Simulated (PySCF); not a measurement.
## Worked example: oscillator strength and radiative lifetime

acetamide (C₂H₅NO), SMILES CC(=O)N.

Coordinates come from a PBE-D3(BJ)/def2-SVP optimisation. The geometry has at least one imaginary mode, so it is a saddle point at that level. Other conformers were not sampled.

TDDFT-PBE/def2-SVPD (PySCF 2.14.0) puts the first singlet state with f over 0.02 at 5.54 eV (vertical), with the transition dipole (0.124, -0.422, 0.000) in atomic units.

Q: Find the oscillator strength, the wavelength and the radiative lifetime that this transition would have in vacuum if emission retraced absorption.

A: 
|μ|² = 0.1935 au, so |μ| = 1.12 D. ΔE = 5.54/27.211 = 0.2036 hartree. f = (2/3) ΔE |μ|² = 0.026 (the program prints 0.026).
λ = 1239.84/5.54 = 224 nm; ν = 44683 cm⁻¹.
Einstein's coefficient A = 0.6670 ν² f s⁻¹ (ν in cm⁻¹) = 3.5e7 s⁻¹, so τ = 1/A = 29 ns. This state is S2; the lower singlet has f = 0.000. The figure is the radiative limit of this one transition; relaxation, internal conversion, crossing to triplets and a medium change what is measured.
